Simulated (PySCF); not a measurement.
**Shieldings and the share of exact exchange**

Molecule: SMILES C#CC1(F)CC1, C5H5F.

Molfile (atoms numbered from 1):
```
C5H5F
     RDKit          3D

 11 11  0  0  0  0  0  0  0  0999 V2000
    2.1389   -0.0853    1.4993 C   0  0  0  0  0  0  0  0  0  0  0  0
    1.2116    0.1847    0.7690 C   0  0  0  0  0  0  0  0  0  0  0  0
    0.1003    0.4942   -0.0945 C   0  0  0  0  0  0  0  0  0  0  0  0
    0.2497    1.6670   -0.7714 F   0  0  0  0  0  0  0  0  0  0  0  0
   -0.6340   -0.5890   -0.8247 C   0  0  0  0  0  0  0  0  0  0  0  0
   -1.3023    0.1461    0.3021 C   0  0  0  0  0  0  0  0  0  0  0  0
    2.9631   -0.3170    2.1484 H   0  0  0  0  0  0  0  0  0  0  0  0
   -0.9347   -0.3338   -1.8438 H   0  0  0  0  0  0  0  0  0  0  0  0
   -0.3104   -1.6208   -0.6720 H   0  0  0  0  0  0  0  0  0  0  0  0
   -1.4549   -0.3636    1.2559 H   0  0  0  0  0  0  0  0  0  0  0  0
   -2.0544    0.8950    0.0421 H   0  0  0  0  0  0  0  0  0  0  0  0
  1  2  3  0
  2  3  1  0
  3  4  1  0
  3  5  1  0
  5  6  1  0
  6  3  1  0
  1  7  1  0
  5  8  1  0
  5  9  1  0
  6 10  1  0
  6 11  1  0
M  END
```

GIAO shieldings (ppm, equivalent atoms averaged) in PySCF on the PBE0-D3(BJ)/def2-SVP geometry, basis pcSseg-2, gas phase, non-relativistic:

```csv
functional,exact exchange (%),σ(C2),σ(C1),σ(C3),σ(C5/C6)
BLYP,0,87.8,98.7,101.3,154.5
BP86,0,91.2,100.3,105.6,159.1
PBE,0,90.8,100.1,105.8,159.3
B3LYP,20,92.0,99.8,108.5,160.0
PBE0,25,96.0,101.8,114.3,165.6
BHandHLYP,50,98.1,102.0,118.3,166.8
HF,100,109.0,107.2,133.8,177.0
```

Task: Fit each shielding as a line in the percentage of exact exchange.

Result: σ(C2) = 89.7 + 0.19 x (rms 1.4 ppm); σ(C1) = 99.4 + 0.07 x (rms 0.8 ppm); σ(C3) = 104.3 + 0.29 x (rms 1.8 ppm); σ(C5/C6) = 157.8 + 0.19 x (rms 2.0 ppm). The functionals also differ in their semilocal parts, which the line can't hold; Hartree–Fock has no correlation at all.

Task: What does the line predict for mPW1PW91 (25 %), and what does the run give?

Result: σ(C2): 94.5 predicted, 95.8 computed; σ(C1): 101.2 predicted, 101.5 computed; σ(C3): 111.5 predicted, 113.6 computed; σ(C5/C6): 162.6 predicted, 164.9 computed ppm.
